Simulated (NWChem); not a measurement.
# ethylene (C2H4); SMILES C=C

Computed with NWChem. Medium grid unless said otherwise, to which SCAN and Minnesota functionals are sensitive. Structure relaxed at the PBE0/def2-SVP level. Hybrids' shares of exact exchange are those that their runs print; pure functionals count as 0. The functionals differ in more than this share.

| row | share of exact exchange | highest occupied level (eV) |
|---|---|---|
| LDA (Slater exchange, VWN5)/def2-TZVPD | 0.00 | -6.95 |
| PBE/def2-TZVPD | 0.00 | -6.76 |
| B3LYP/def2-TZVPD | 0.20 | -7.66 |
| PBE0/def2-TZVPD | 0.25 | -7.89 |
| M06-2X/def2-TZVPD | 0.54 | -9.12 |
| Hartree-Fock/def2-TZVPD | 1.00 | withheld |

Question: Fit a straight line of the last column on the one before it, predict the withheld value, and compare with the run.

Answer: 
1. Means of the 5 shown rows: x = 0.198, y = -7.676. Slope Σ(x − x̄)(y − ȳ)/Σ(x − x̄)² = -0.8301/0.1981 = -4.191; intercept -6.846.
2. The shown rows scatter about the line by 0.062 (root mean square); the largest residual is -0.10, at LDA (Slater exchange, VWN5)/def2-TZVPD.
3. At x = 1.00 (Hartree-Fock/def2-TZVPD; beyond the shown range) the line gives -11.04.
4. The run gives -10.29, +0.75 from the line, 12.2 times the scatter.
